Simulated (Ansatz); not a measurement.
Results of PBEsol in Ansatz (PAW) for rock-salt ZrC.

Numerical settings: plane-wave cutoff 560 eV, 16×16×16 k mesh, Fermi–Dirac smearing 0.1 eV, perturbation theory, scalar-relativistic PAW data made under PBE.

Cell (relaxed at this level):

ZrC is taken in the cubic space group Fm-3m (No. 225), the rock salt structure, Pearson symbol cF8. Cell: a = b = c = 4.669 Å, α = β = γ = 90.00°. Zr on 4a sees 6 C at 2.335 Å (octahedral). C on 4b is coordinated by 6 Zr at 2.335 Å (octahedral). (Neighbours: up to the widest gap in distance over summed covalent radii, below 1.35, at either atom; cation-cation and far metal-metal contacts left out.)
(The calculation used a cell of 2 atoms; values per cell refer to that cell.)

### Question
Estimate the zone-centre TO phonon frequency that the calculation returns.

### Answer

- zone-centre TO phonon frequency: 443 cm⁻¹

Ansatz is a quantum-chemistry and plane-wave program.
